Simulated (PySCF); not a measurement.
Molecule: `InChI=1S/C5H7N/c1-6-5-3-2-4-5/h3H,1-2,4H2`.

Cartesian coordinates in Å; atom numbers follow the order of the lines, from 1:
```xyz
13

C     2.587   -0.269    0.436
N     1.632   -1.029    0.080
C     0.349   -0.527    0.102
C    -0.835   -1.088   -0.216
C    -1.619    0.158    0.105
C    -0.256    0.817    0.475
H     2.444    0.779    0.763
H     3.616   -0.654    0.424
H    -1.117   -2.081   -0.574
H    -2.142    0.626   -0.745
H    -2.332    0.072    0.942
H     0.035    1.669   -0.161
H    -0.155    1.113    1.532
```

Spin–spin couplings on one PBE0-D3(BJ)/def2-SVP geometry, PySCF 2.14.0 with density-fitted response routines, gas phase, non-relativistic, equivalent pairs averaged (spin–dipole term only in couplings to heteroatoms); isotopes ¹³C, ¹H; basis pcJ-1.

Task: How do the couplings (Hz) change with the functional? Times are CPU seconds on shared hosts with different chips, so compare them loosely.

Result: 
```tsv
functional	functions	¹J(C1,H8)	¹J(C4,H9)	¹J(C1,H7)	¹J(C5,H10)	¹J(C6,H12)	¹J(C3,C4)	¹J(C4,C5)	core-s
LDA	232	150.7	142.3	124.6	111.6	109.7	50.3	18.2	20
PBE	232	177.1	165.8	146.6	133.0	130.8	63.8	28.4	31
KT2	232	192.4	176.5	155.7	141.1	138.1	52.6	20.6	31
PBE0	232	183.3	173.1	154.4	138.1	135.4	72.2	35.1	27
B97-2	232	176.8	166.2	149.8	131.4	129.2	70.1	34.7	27
BHandHLYP	232	209.8	199.4	180.7	157.9	154.5	93.8	48.9	36
CAM-B3LYP	232	191.0	180.5	162.1	143.1	140.6	72.4	36.2	45
``` Left out for a near triplet instability: HF/pcJ-1.
